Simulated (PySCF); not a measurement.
## MgO at r²SCAN

Computed with r²SCAN; basis Mg 6-311G(d,p), O 6-311G(d,p); no relativity; PySCF 2.14.

For MgO, the state is ³Π (triplet), unpaired electrons σ ↑, π ↑, the bond length is 1.907 Å and the harmonic wavenumber is 625 cm⁻¹. The force constant is 2.21 mdyn/Å, the rotational constant Be is 0.4829 cm⁻¹ and the anharmonicity ωexe is 4.18 cm⁻¹. The vibration–rotation constant αe is 0.00454 cm⁻¹. The well depth De to Mg + O is 59.9 kcal/mol. The dissociation energy D0 is 59.0 kcal/mol. The bond order (Mayer) is 0.90. The dipole moment (positive dipole means Mg(−)O(+)) is -2.95 D.

The state was picked by a PBE0 search and need not be the measured ground state.
